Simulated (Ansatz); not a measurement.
Consider the formal loss of a carbene: `CCS(C)=O` → `CS(C)=O` + `[CH2]` (triplet).

Calculated with Ansatz (gas phase, PBE0-D4/def2-TZVP geometries, no zero-point term in ΔE). CCSD(T)/CBS is the MP2 limit (def2-TZVPP, def2-QZVPP) plus CCSD(T) − MP2 in def2-TZVPP, frozen cores. This one scheme is used for every species. DFT in def2-TZVPP. Triplets are unrestricted, without spin–orbit coupling. Each species was taken in one conformer, which may not be the lowest.

CCSD(T)/CBS gives +104.4 kcal/mol.

(1) Another level gave +104.7 kcal/mol. Which?
A. ωB97M-V/def2-TZVPP
B. PBE0-D4/def2-TZVPP
C. ωB97X-V/def2-TZVPP
D. CCSD(T)/def2-TZVPP

Largest T1 diagnostic among the species: 0.015.

Results:

(1) A. ωB97M-V 104.7, CCSD(T)/def2-TZVPP 101.8, ωB97X-V 106.7, PBE0-D4 103.7 kcal/mol.

From PBE to PBE0 (25 % exact exchange), in def2-TZVPP and without D4, ΔE moves by −1.7 kcal/mol. The D4 term adds +2.8 kcal/mol with B3LYP and +1.5 kcal/mol with PBE0; it sums over pairs of atoms, weighted by their polarisabilities, and B3LYP, whose exchange is more repulsive, gets the larger term. In def2-TZVPP, CCSD(T) changes the Hartree–Fock value by +33.4 kcal/mol (the triples alone add +2.8 kcal/mol) and MP2 by +36.5 kcal/mol.

CCSD(T)/CBS has its own doubt, a few kJ/mol and more with outer-core shells, so smaller differences from it don't rank the levels.

B3LYP here is the variant with VWN-RPA as its local correlation; programs differ in this.
